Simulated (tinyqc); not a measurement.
Worked calculation: CIS on RHF in the sto-3g basis, frozen core, for HF, spin multiplicity 1. Computed by tinyqc, a small Python program that keeps every step (integrals from PySCF). Settings: charge = 0, multiplicity = 1, basis = sto-3g, method = RHF, frozen orbitals = 1, energy threshold = 1e-10, iteration cap = 68, orthogonalisation = canonical, start = Wolfsberg-Helmholz matrix, DIIS depth = 6. Command: `OMP_NUM_THREADS=1 python tinyqc.py 31051 31052 out.jsonl` (the two numbers bound the seeds that draw the settings). One thread of a shared host (Intel(R) Xeon(R) Processor @ 2.60GHz), about 0.05 s of CPU time with the checks. The early iterations of the SCF are left out here.

## One-electron integrals

Geometry (angstrom):
```
atom         x         y         z
F     0.000000  0.000000  0.000000
H     0.000000  0.000000  1.120000
```

Basis sto-3g: exponents (1/bohr^2) and contraction coefficients of normalised primitives:
```
element  l (shell)    exponent  coefficient
F            s (1)  166.679130     0.154329
F            s (1)   30.360812     0.535328
F            s (1)    8.216821     0.444635
F            s (2)    6.464803    -0.099967
F            s (2)    1.502281     0.399513
F            s (2)    0.488588     0.700115
F            p (3)    6.464803     0.155916
F            p (3)    1.502281     0.607684
F            p (3)    0.488588     0.391957
H            s (1)    3.425251     0.154329
H            s (1)    0.623914     0.535328
H            s (1)    0.168855     0.444635
```

Overlap, kinetic and nuclear-attraction integrals over the contracted functions; the nuclear repulsion is the sum of Za Zb / Rab.

nuclear repulsion = 4.25231687 hartree

overlap S:
```
           1F 1s     1F 2s    1F 2px    1F 2py    1F 2pz     2H 1s
1F 1s   1.000000  0.237990  0.000000  0.000000  0.000000  0.030429
1F 2s   0.237990  1.000000  0.000000  0.000000  0.000000  0.324963
1F 2px  0.000000  0.000000  1.000000  0.000000  0.000000  0.000000
1F 2py  0.000000  0.000000  0.000000  1.000000  0.000000  0.000000
1F 2pz  0.000000  0.000000  0.000000  0.000000  1.000000  0.275304
2H 1s   0.030429  0.324963  0.000000  0.000000  0.275304  1.000000
```

kinetic energy T (hartree):
```
            1F 1s      1F 2s    1F 2px    1F 2py    1F 2pz      2H 1s
1F 1s   36.984577  -0.212858  0.000000  0.000000  0.000000  -0.007590
1F 2s   -0.212858   1.037995  0.000000  0.000000  0.000000   0.044832
1F 2px   0.000000   0.000000  3.248015  0.000000  0.000000   0.000000
1F 2py   0.000000   0.000000  0.000000  3.248015  0.000000   0.000000
1F 2pz   0.000000   0.000000  0.000000  0.000000  3.248015   0.140797
2H 1s   -0.007590   0.044832  0.000000  0.000000  0.140797   0.760032
```

nuclear attraction V (hartree):
```
             1F 1s       1F 2s      1F 2px      1F 2py      1F 2pz      2H 1s
1F 1s   -77.482059   -9.289254    0.000000    0.000000   -0.010094  -1.217715
1F 2s    -9.289254  -12.012955    0.000000    0.000000   -0.124833  -2.859154
1F 2px    0.000000    0.000000  -11.896936    0.000000    0.000000   0.000000
1F 2py    0.000000    0.000000    0.000000  -11.896936    0.000000   0.000000
1F 2pz   -0.010094   -0.124833    0.000000    0.000000  -11.967075  -2.105380
2H 1s    -1.217715   -2.859154    0.000000    0.000000   -2.105380  -5.397473
```

core Hamiltonian H = T + V (hartree):
```
             1F 1s       1F 2s     1F 2px     1F 2py     1F 2pz      2H 1s
1F 1s   -40.497483   -9.502112   0.000000   0.000000  -0.010094  -1.225305
1F 2s    -9.502112  -10.974960   0.000000   0.000000  -0.124833  -2.814321
1F 2px    0.000000    0.000000  -8.648921   0.000000   0.000000   0.000000
1F 2py    0.000000    0.000000   0.000000  -8.648921   0.000000   0.000000
1F 2pz   -0.010094   -0.124833   0.000000   0.000000  -8.719060  -1.964583
2H 1s    -1.225305   -2.814321   0.000000   0.000000  -1.964583  -4.637441
```

## Two-electron integrals

Functions are numbered as in S; the eight-fold symmetry (ij|kl) = (ji|kl) = (kl|ij) leaves the list below.

Two-electron integrals (ij|kl) in chemists' order, unique and non-zero (hartree):
```
(11|11) 5.403501   (21|11) 0.841920   (21|21) 0.156299   (22|11) 1.268028
(22|21) 0.292344   (22|22) 0.926167   (31|31) 0.027998   (32|31) 0.043169
(32|32) 0.204588   (33|11) 1.264502   (33|21) 0.292403   (33|22) 0.925959
(33|33) 0.997514   (41|41) 0.027998   (42|41) 0.043169   (42|42) 0.204588
(43|43) 0.053770   (44|11) 1.264502   (44|21) 0.292403   (44|22) 0.925959
(44|33) 0.889973   (44|44) 0.997514   (51|51) 0.027998   (52|51) 0.043169
(52|52) 0.204588   (53|53) 0.053770   (54|54) 0.053770   (55|11) 1.264502
(55|21) 0.292403   (55|22) 0.925959   (55|33) 0.889973   (55|44) 0.889973
(55|55) 0.997514   (61|11) 0.109021   (61|21) 0.020079   (61|22) 0.037354
(61|33) 0.037296   (61|44) 0.037296   (61|51) 0.000817   (61|52) 0.001539
(61|55) 0.037476   (61|61) 0.002606   (62|11) 0.289322   (62|21) 0.067656
(62|22) 0.240709   (62|33) 0.237112   (62|44) 0.237112   (62|51) 0.004612
(62|52) 0.036705   (62|55) 0.247662   (62|61) 0.008828   (62|62) 0.078440
(63|31) 0.006922   (63|32) 0.041623   (63|53) 0.007633   (63|63) 0.011373
(64|41) 0.006922   (64|42) 0.041623   (64|54) 0.007633   (64|64) 0.011373
(65|11) 0.202441   (65|21) 0.047928   (65|22) 0.182531   (65|33) 0.174844
(65|44) 0.174844   (65|51) 0.009771   (65|52) 0.067871   (65|55) 0.197694
(65|61) 0.006502   (65|62) 0.073034   (65|65) 0.078894   (66|11) 0.463164
(66|21) 0.110067   (66|22) 0.452506   (66|33) 0.437699   (66|44) 0.437699
(66|51) 0.008948   (66|52) 0.101397   (66|55) 0.481648   (66|61) 0.014435
(66|62) 0.193588   (66|65) 0.209810   (66|66) 0.774606
```

## Orthogonalisation

S = U s U^T; canonical form X = U s^(-1/2), so that X^T S X = 1. Each column of U has its largest component positive (the first on a tie).

eigenvalues of S: 0.543930  0.847609  1.000000  1.000000  1.128759  1.479703

X:
```
                1          2          3         4          5         6
1F 1s    0.366381   0.725901   0.000000  0.000000  -0.570799  0.275844
1F 2s   -0.813842  -0.422155   0.000000  0.000000  -0.344798  0.489454
1F 2px   0.000000   0.000000  -0.638944  0.769253   0.000000  0.000000
1F 2py   0.000000   0.000000   0.769253  0.638944   0.000000  0.000000
1F 2pz  -0.527503   0.602760   0.000000  0.000000   0.601697  0.298719
2H 1s    0.873865  -0.333651   0.000000  0.000000   0.281412  0.520503
```

Within a degenerate level the vectors are fixed only up to a rotation; this is one choice.

## Iteration 7 (converged): orbitals

converged F (hartree):
```
             1F 1s      1F 2s     1F 2px     1F 2py     1F 2pz      2H 1s
1F 1s   -25.908623  -6.624369   0.000000   0.000000  -0.018089  -0.863244
1F 2s    -6.624369  -3.023734   0.000000   0.000000  -0.043223  -0.800283
1F 2px    0.000000   0.000000  -0.462150   0.000000   0.000000   0.000000
1F 2py    0.000000   0.000000   0.000000  -0.462150   0.000000   0.000000
1F 2pz   -0.018089  -0.043223   0.000000   0.000000  -0.257293  -0.482070
2H 1s    -0.863244  -0.800283   0.000000   0.000000  -0.482070  -0.373951
```

Diagonalise F' = X^T F X, C = X C', fill 5 alpha and 5 beta electrons from the bottom; D = 2 C_occ C_occ^T. Each column has its largest component positive (the first on a tie).

F' = X^T F X (hartree):
```
           1          2          3          4           5          6
1  -0.887425  -3.488921   0.000000   0.000000    2.906985  -1.591464
2  -3.488921  -9.873332   0.000000   0.000000    9.994059  -6.184244
3   0.000000   0.000000  -0.462150   0.000000    0.000000   0.000000
4   0.000000   0.000000   0.000000  -0.462150    0.000000   0.000000
5   2.906985   9.994059   0.000000   0.000000  -11.231310   6.992547
6  -1.591464  -6.184244   0.000000   0.000000    6.992547  -5.429971
```

orbital energies (hartree): MO1 -25.918043, MO2 -1.427124, MO3 -0.522135, MO4 -0.462150, MO5 -0.462150, MO6 0.445264

coefficients C:
```
              MO1        MO2        MO3        MO4       MO5        MO6
1F 1s    0.994903  -0.255824   0.061200   0.000000  0.000000   0.063607
1F 2s    0.021105   0.981048  -0.315937   0.000000  0.000000  -0.369172
1F 2px   0.000000   0.000000   0.000000   0.813031  0.582220   0.000000
1F 2py   0.000000   0.000000   0.000000  -0.582220  0.813031   0.000000
1F 2pz   0.001734   0.041274   0.687598   0.000000  0.000000  -0.786355
2H 1s   -0.003844   0.117828   0.575346   0.000000  0.000000   0.938167
```

D after iteration 7:
```
            1F 1s      1F 2s    1F 2px    1F 2py     1F 2pz      2H 1s
1F 1s    2.118046  -0.498627  0.000000  0.000000   0.066494   0.002487
1F 2s   -0.498627   2.125432  0.000000  0.000000  -0.353417  -0.132518
1F 2px   0.000000   0.000000  2.000000  0.000000   0.000000   0.000000
1F 2py   0.000000   0.000000  0.000000  2.000000   0.000000   0.000000
1F 2pz   0.066494  -0.353417  0.000000  0.000000   0.948994   0.800927
2H 1s    0.002487  -0.132518  0.000000  0.000000   0.800927   0.689843
```

Within a degenerate level the vectors are fixed only up to a rotation; this is one choice.

## Convergence

Stop when the energy changes by less than 1e-10 hartree and every element of the error matrix X^T (F D S - S D F) X is below 3e-06.

Course of the cycle:
```
iteration   E (hartree)     change  largest element of the error matrix
1          -98.23982424          -                             5.86e-01
2          -98.53373944  -2.94e-01                             1.31e-01
3          -98.54683974  -1.31e-02                             1.53e-02
4          -98.54700693  -1.67e-04                             2.12e-03
5          -98.54700935  -2.42e-06                             1.30e-05
6          -98.54700935  -1.92e-10                             1.19e-07
7          -98.54700935   9.95e-14                             6.11e-08
```

PySCF RHF in the same basis = -98.54700935 hartree

Converged in 7 iterations.

## Integrals over molecular orbitals

(pq|rs) = sum C_ip C_jq C_kr C_ls (ij|kl), one index at a time.

one-electron integrals over orbitals h = C^T H C (hartree):
```
            1          2          3          4          5          6
1  -40.479899   0.716415  -0.162392   0.000000   0.000000  -0.173593
2    0.716415  -9.128717   0.536494   0.000000   0.000000   0.932995
3   -0.162392   0.536494  -7.101266   0.000000   0.000000   2.118105
4    0.000000   0.000000   0.000000  -8.648921   0.000000   0.000000
5    0.000000   0.000000   0.000000   0.000000  -8.648921   0.000000
6   -0.173593   0.932995   2.118105   0.000000   0.000000  -6.056074
```

Two-electron integrals over orbitals (pq|rs), unique and non-zero (hartree); the lowest 1 orbital is frozen and left out:
```
(22|22) 0.864809    (32|22) -0.040247   (32|32) 0.145187    (33|22) 0.717164
(33|32) -0.025097   (33|33) 0.707364    (42|42) 0.186599    (43|42) -0.033697
(43|43) 0.039438    (44|22) 0.889041    (44|32) -0.072572   (44|33) 0.706278
(44|44) 0.997514    (52|52) 0.186599    (53|52) -0.033697   (53|53) 0.039438
(54|54) 0.053770    (55|22) 0.889041    (55|32) -0.072572   (55|33) 0.706278
(55|44) 0.889973    (55|55) 0.997514    (62|22) -0.102603   (62|32) -0.066572
(62|33) -0.026116   (62|44) -0.100755   (62|55) -0.100755   (62|62) 0.092621
(63|22) -0.211369   (63|32) 0.088596    (63|33) -0.104008   (63|44) -0.227961
(63|55) -0.227961   (63|62) 0.044828    (63|63) 0.211818    (64|42) -0.033792
(64|43) -0.019863   (64|64) 0.029959    (65|52) -0.033792   (65|53) -0.019863
(65|65) 0.029959    (66|22) 0.655081    (66|32) 0.055221    (66|33) 0.659623
(66|44) 0.635372    (66|55) 0.635372    (66|62) -0.059379   (66|63) -0.021714
(66|66) 0.691984
```

## CIS matrix, singlets

A(ia,jb) = (e_a - e_i) d_ij d_ab + 2 (ia|jb) - (ij|ab).

CIS matrix A, singlet (hartree):
```
          2>6       3>6       4>6       5>6
2>6  1.402548  0.034435  0.000000  0.000000
3>6  0.034435  0.731412  0.000000  0.000000
4>6  0.000000  0.000000  0.331960  0.000000
5>6  0.000000  0.000000  0.000000  0.331960
```

## CIS singlet states

dipole integrals <i|r|a> (bohr):
```
             x          y          z
2>6   0.000000   0.000000  -0.006990
3>6   0.000000   0.000000   1.094355
4>6  -0.016162   0.011574   0.000000
5>6  -0.011574  -0.016162   0.000000
```

Diagonalise A (1 hartree = 27.211386 eV); each vector has its largest component positive (the first on a tie). The transition dipole is mu = sqrt2 sum c_ia <i|r|a>.

singlet excitation energies (eV): 9.033095  9.033095  19.854793  38.213236

lowest vectors:
```
      state 1    state 2    state 3   state 4
2>6  0.000000   0.000000  -0.051107  0.998693
3>6  0.000000   0.000000   0.998693  0.051107
4>6  0.088935   0.996037   0.000000  0.000000
5>6  0.996037  -0.088935   0.000000  0.000000
```

oscillator strengths 2/3 w |mu|^2: 0.000175  0.000175  1.162835  0.004486

Within a degenerate level the vectors are fixed only up to a rotation; this is one choice.

## CIS matrix, triplets

A(ia,jb) = (e_a - e_i) d_ij d_ab - (ij|ab).

CIS matrix A, triplet (hartree):
```
           2>6        3>6       4>6       5>6
2>6   1.217307  -0.055221  0.000000  0.000000
3>6  -0.055221   0.307777  0.000000  0.000000
4>6   0.000000   0.000000  0.272041  0.000000
5>6   0.000000   0.000000  0.000000  0.272041
```

## CIS triplet states

Diagonalise A (1 hartree = 27.211386 eV); each vector has its largest component positive (the first on a tie).

triplet excitation energies (eV): 7.402618  7.402618  8.284132  33.215508

lowest vectors:
```
      state 1    state 2   state 3    state 4
2>6  0.000000   0.000000  0.060382   0.998175
3>6  0.000000   0.000000  0.998175  -0.060382
4>6  0.412707   0.910864  0.000000   0.000000
5>6  0.910864  -0.412707  0.000000   0.000000
```

Within a degenerate level the vectors are fixed only up to a rotation; this is one choice.
